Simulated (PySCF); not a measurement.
**Broadened absorption spectrum of C5H9N**

C5H9N.
SMILES with atom numbers: `[CH2:1]=[CH:2][CH2:3][N:4]1[CH2:5][CH2:6]1` (hydrogens: H7, H8 on C1; H9 on C2; H10, H11 on C3; H12, H13 on C5; H14, H15 on C6)

Method: PySCF, TDDFT PBE0/def2-SVPD, vertical, gas phase, core orbitals frozen in the response. Isolated species at its GFN2-xTB geometry (one conformer only). Torsions of this conformer, `[CH2:1]=[CH:2][CH2:3][N:4]1[CH2:5][CH2:6]1`: C1–C2–C3–N4 130°, C2–C3–N4–C5 -155°.

Computed states:

```csv
state,E (eV),f
S1,5.91,0.0038
S2,6.69,0.025
S3,7.11,0.0061
S4,7.31,0.0071
S5,7.40,0.068
S6,7.51,0.045
```

Broadening: Gaussians 0.4 eV wide at half height, area fixed by f = 4.319×10⁻⁹ ∫ε dν̃. The width is an assumption, not a result. The curve ends short of the highest state used, and states not computed would add to its high-energy end.

Task: Give the broadened spectrum and its maxima.

Result: 
λ (nm), ε (L mol⁻¹ cm⁻¹) and a bar:
```
    179.5       1058 ###################
    180.8       1224 ######################
    182.0       1413 #########################
    183.3       1591 ############################
    184.6       1689 ##############################
    185.8       1681 ##############################
    187.1       1563 ############################
    188.3       1375 ########################
    189.6       1120 ####################
    190.8        875 ################
    192.1        631 ###########
    193.3        443 ########
    194.6        288 #####
    195.9        183 ###
    197.1        123 ##
    198.4         91 ##
    199.6         83 #
    200.9         93 ##
    202.1        113 ##
    203.4        143 ###
    204.6        174 ###
    205.9        206 ####
    207.2        232 ####
    208.4        248 ####
    209.7        255 #####
    210.9        251 ####
    212.2        236 ####
    213.4        215 ####
    214.7        186 ###
    215.9        157 ###
    217.2        126 ##
    218.5         98 ##
    219.7         75 #
    221.0         54 #
    222.2         39 #
    223.5         26 
    224.7         18 
    226.0         11 
    227.2          7 
    228.5          4 
    229.8          3 
    231.0          2 
    232.3          1 
    233.5          1
```

Maxima: 210 nm (5.91 eV), ε about 250, made up of S1 (100%); 185 nm (6.70 eV), ε about 1700, made up of S2 (99%) (ε in L mol⁻¹ cm⁻¹; maxima over ε = 5, shares over 10%).

Task: Coming from long wavelengths, where does ε first pass 100 L mol⁻¹ cm⁻¹?

Result: At about 218 nm (5.68 eV), 0.23 eV below S1.

Task: What would ε be at 6.70 eV, the highest of these maxima, with half the width (0.2 eV)?

Result: About 3330 L mol⁻¹ cm⁻¹ against 1700, a factor of about 1.96; a lone state at its own centre would give exactly 2.

Task: On this curve, what absorbance would a 10⁻⁴ mol/L sample give at 222 nm over a 1 cm path?

Result: 222 nm is 5.585 eV, where ε is about 41 L mol⁻¹ cm⁻¹, so A = ε c l ≈ 0.0041 (Beer–Lambert, with the gas-phase spectrum and the assumed width).
